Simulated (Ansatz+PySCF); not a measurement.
**doublet C3H7: levels of theory in one basis**

```xyz
10

C     0.0082    0.5495    0.0056
C     0.0195   -0.2082    1.2914
C     0.0165   -0.1988   -1.2819
H    -0.3293    1.5756   -0.0076
H     0.2269    0.4514    2.1417
H     0.2199    0.4617   -2.1480
H    -0.9603   -0.6761    1.4857
H     0.7724   -0.9868    1.2856
H     0.7582   -0.9937   -1.2821
H    -0.9490   -0.6786   -1.4897
```

Basis set: cc-pVTZ (spherical functions). Correlated methods keep 3 orbitals frozen. Correlation on ROHF uses semicanonical orbitals with singles. Charge 0, multiplicity 2.

Computed with Ansatz (development build ahead of 0.2.0); each method stands on the lowest determinant of its kind that the runs found.

```csv
method,E − E(ROHF) (eV),<S²> of the determinant
ROHF,0.00,0.75
UHF,-0.13,0.76
ROHF-MP2,-13.88,–
UHF-MP2,-13.86,0.76
```
